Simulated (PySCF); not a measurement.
# One shape, several levels: singlet SiH+

Aim: a comparison of 6 runs (MP2/ccECP-cc-pVDZ, BCCD(T)/ccECP-cc-pVDZ, CCSDT/ccECP-cc-pVDZ, CCSDTQ/ccECP-cc-pVDZ, QCISD(T)/ccECP-cc-pVDZ, CISD/ccECP-cc-pVDZ) of singlet SiH+. Input form: a Python script.

Program for the calculation: PySCF 2.14.0.

8 further runs of the same task are left out: 8 set aside as unsound or not needed.

### 1 The system as given

The species is SiH+ (2 atoms), meant as a singlet with charge +1. As SMILES of the parent species, `[SiH]`. The coordinates come from a PBE0-D4/def2-TZVP relaxation. That shape belongs to the parent species and isn't relaxed for this state.

Bond lengths: Si1–H2 1.532 Å.

### 2 A single-point energy at MP2/ccECP-cc-pVDZ (core potential) (run 1)

Input file job.py:

```python
from pyscf import gto, scf, mp

mol = gto.Mole()
mol.atom = 'Si 0.000000 0.000000 -0.007580; H -0.000000 -0.000000 1.524140'
mol.ecp = {'Si': 'ccecp', 'H': 'ccecp'}
mol.basis = 'ccecp-cc-pvdz'
mol.verbose = 3
mol.charge = 1
mol.spin = 0
mol.max_memory = 1860
mol.build()

mf = scf.RHF(mol)
mf.conv_tol = 1e-10
mf.kernel()
if not mf.converged:
    mf = mf.newton().run(mf.mo_coeff, mf.mo_occ)

pt = mp.MP2(mf).run()
e_final = pt.e_tot
print('E(%s) = %.9f' % ('MP2', e_final))
```

Started as:

```
OMP_NUM_THREADS=1 python job.py
```

What it wrote:

```text
converged SCF energy = -3.97111639271743
E(RMP2) = -4.02935589778719  E_corr = -0.0582395050697656
E(SCS-RMP2) = -4.03830315002077  E_corr = -0.0671867573033393
E(MP2) = -4.029355898
```

It took 0.84 s on 1 thread of Arm Neoverse V1, shared host; peak memory 0.12 GiB.

### 3 A single-point energy at BCCD(T)/ccECP-cc-pVDZ (core potential) (run 2)

Input file input.py:

```python
from pyscf import gto, cc
from pyscf.cc.bccd import bccd_kernel_

mol = gto.Mole()
mol.atom = [
    ('Si', (0.000000, 0.000000, -0.007580)),
    ('H', (-0.000000, -0.000000, 1.524140)),
]
mol.spin = 0
mol.verbose = 3
mol.charge = 1
mol.basis = 'ccecp-cc-pvdz'
mol.max_memory = 1860
mol.ecp = {'Si': 'ccecp', 'H': 'ccecp'}
mol.build()

calc0 = mol.RHF()
calc0.conv_tol = 1e-10
calc0.kernel()
if not calc0.converged:
    calc0 = calc0.newton().run(calc0.mo_coeff, calc0.mo_occ)

mycc = cc.CCSD(calc0).run()
mycc = bccd_kernel_(mycc, diis=True)
e_t = mycc.ccsd_t()
etot = mycc.e_tot + e_t
print('E = %.10f Eh' % etot)
```

Started as:

```
OMP_NUM_THREADS=1 python input.py
```

What it wrote:

```text
converged SCF energy = -3.97111639271743
E(CCSD) = -4.053167744998032  E_corr = -0.08205135228060502
BCCD loop starts.

******** <class 'pyscf.cc.ccsd.CCSD'> ********
CC2 = 0
CCSD nocc = 2, nmo = 18
max_cycle = 50
direct = 0
conv_tol = 1e-07
conv_tol_normt = 1e-05
diis_space = 6
diis_start_cycle = 0
diis_start_energy_diff = 1e+09
Init E_corr(CCSD) = -0.0820167144120159
cycle = 1  E_corr(CCSD) = -0.0831555251880963  dE = -0.00113881078  norm(t1,t2) = 0.0186422
cycle = 2  E_corr(CCSD) = -0.0829628755858283  dE = 0.000192649602  norm(t1,t2) = 0.00406481
cycle = 3  E_corr(CCSD) = -0.0828363011409409  dE = 0.000126574445  norm(t1,t2) = 0.00158012
cycle = 4  E_corr(CCSD) = -0.0827987575429041  dE = 3.7543598e-05  norm(t1,t2) = 0.000362689
cycle = 5  E_corr(CCSD) = -0.0827892101599639  dE = 9.54738294e-06  norm(t1,t2) = 0.000120651
cycle = 6  E_corr(CCSD) = -0.0827889064458248  dE = 3.03714139e-07  norm(t1,t2) = 3.54769e-05
cycle = 7  E_corr(CCSD) = -0.0827893256708709  dE = -4.19225046e-07  norm(t1,t2) = 1.24625e-05
cycle = 8  E_corr(CCSD) = -0.0827896548981168  dE = -3.29227246e-07  norm(t1,t2) = 2.76482e-06
cycle = 9  E_corr(CCSD) = -0.0827897284704168  dE = -7.35723e-08  norm(t1,t2) = 5.0498e-07
CCSD converged
E(CCSD) = -4.053135222647323  E_corr = -0.08278972847041678
BCC iter:    0  E:      -4.053135222647  dE:    3.252e-05  |t1|:    1.108e-03

******** <class 'pyscf.cc.ccsd.CCSD'> ********
CC2 = 0
CCSD nocc = 2, nmo = 18
max_cycle = 50
direct = 0
conv_tol = 1e-07
conv_tol_normt = 1e-05
diis_space = 6
diis_start_cycle = 0
diis_start_energy_diff = 1e+09
Init E_corr(CCSD) = -0.0827761818528737
cycle = 1  E_corr(CCSD) = -0.0827590665384771  dE = 1.71153144e-05  norm(t1,t2) = 0.000915514
cycle = 2  E_corr(CCSD) = -0.0827608999061664  dE = -1.83336769e-06  norm(t1,t2) = 0.000189002
cycle = 3  E_corr(CCSD) = -0.0827628242037185  dE = -1.92429755e-06  norm(t1,t2) = 6.39412e-05
cycle = 4  E_corr(CCSD) = -0.0827636043935048  dE = -7.80189786e-07  norm(t1,t2) = 1.15996e-05
cycle = 5  E_corr(CCSD) = -0.0827639009506314  dE = -2.96557127e-07  norm(t1,t2) = 3.94787e-06
cycle = 6  E_corr(CCSD) = -0.0827640350367087  dE = -1.34086077e-07  norm(t1,t2) = 1.40856e-06
cycle = 7  E_corr(CCSD) = -0.0827640358862343  dE = -8.49525575e-10  norm(t1,t2) = 3.36104e-07
CCSD converged
E(CCSD) = -4.053136836090102  E_corr = -0.08276403588623428
BCC iter:    1  E:      -4.053136836090  dE:   -1.613e-06  |t1|:    6.833e-05

******** <class 'pyscf.cc.ccsd.CCSD'> ********
CC2 = 0
CCSD nocc = 2, nmo = 18
max_cycle = 50
direct = 0
conv_tol = 1e-07
conv_tol_normt = 1e-05
diis_space = 6
diis_start_cycle = 0
diis_start_energy_diff = 1e+09
Init E_corr(CCSD) = -0.0827648161200446
cycle = 1  E_corr(CCSD) = -0.0827661032777834  dE = -1.28715774e-06  norm(t1,t2) = 5.63467e-05
cycle = 2  E_corr(CCSD) = -0.0827658179831795  dE = 2.85294604e-07  norm(t1,t2) = 1.04013e-05
cycle = 3  E_corr(CCSD) = -0.0827657256732628  dE = 9.23099167e-08  norm(t1,t2) = 3.99817e-06
CCSD converged
E(CCSD) = -4.053136861367738  E_corr = -0.0827657256732628
BCC iter:    2  E:      -4.053136861368  dE:   -2.528e-08  |t1|:    2.474e-06
CCSD(T) correction = -0.00112686093858621
E = -4.0542637223 Eh
```

It took 1.3 s on 1 thread of Arm Neoverse V1, shared host; peak memory 0.12 GiB.

Runs 3 to 5 aren't shown in full; the table further down has their settings and results.

### 4 The energy at CISD/ccECP-cc-pVDZ (core potential) (run 6)

Input file input.py:

```python
from pyscf import gto, ci

system = gto.Mole()
system.atom = '''
Si     0.000000     0.000000    -0.007580
H      0.000000     0.000000     1.524140
'''
system.charge = 1
system.verbose = 3
system.basis = 'ccecp-cc-pvdz'
system.ecp = 'ccecp'
system.max_memory = 1860
system.spin = 0
system.build()

mf = system.RHF()
mf.conv_tol = 1e-10
mf.kernel()
if not mf.converged:
    mf = mf.newton().run(mf.mo_coeff, mf.mo_occ)

cisd = ci.CISD(mf)
cisd.kernel()
e_final = cisd.e_tot
print('E(%s) = %.9f' % ('CISD', e_final))
```

Started as:

```
OMP_NUM_THREADS=1 python input.py
```

What it wrote:

```text
converged SCF energy = -3.97111639271743
E(RCISD) = -4.051030327897358  E_corr = -0.07991393517993112
E(CISD) = -4.051030328
```

It took 0.89 s on 1 thread of Arm Neoverse V1, shared host; peak memory 0.12 GiB.

### 5 The series

```csv
run,level,energy (Eh),HOMO energy (eV),LUMO energy (eV),HOMO–LUMO gap (eV),wall time
1,MP2/ccECP-cc-pVDZ (core potential),-4.029356,-18.12,-7.20,10.92,0.84 s
2,BCCD(T)/ccECP-cc-pVDZ (core potential),-4.054264,–,–,–,1.3 s
3,CCSDT/ccECP-cc-pVDZ (core potential),-4.054627,-18.12,-7.20,10.92,1.1 s
4,CCSDTQ/ccECP-cc-pVDZ (core potential),-4.054673,-18.12,-7.20,10.92,25 s
5,QCISD(T)/ccECP-cc-pVDZ (core potential),-4.054273,-18.12,-7.20,10.92,1 s
6,CISD/ccECP-cc-pVDZ (core potential),-4.051030,-18.12,-7.20,10.92,0.89 s
```

### 6 Results

| quantity | value |
| --- | --- |
| run 6: total energy | -4.05103 Eh |
| run 6: HOMO energy (Hartree–Fock orbitals) | -18.12 eV |
| run 6: LUMO energy (Hartree–Fock orbitals) | -7.20 eV |
| run 6: HOMO–LUMO gap (Hartree–Fock orbitals) | 10.92 eV |
| run 6: correlation energy | -79.9 mEh |

All runs together took 30 s, the longest 25 s.
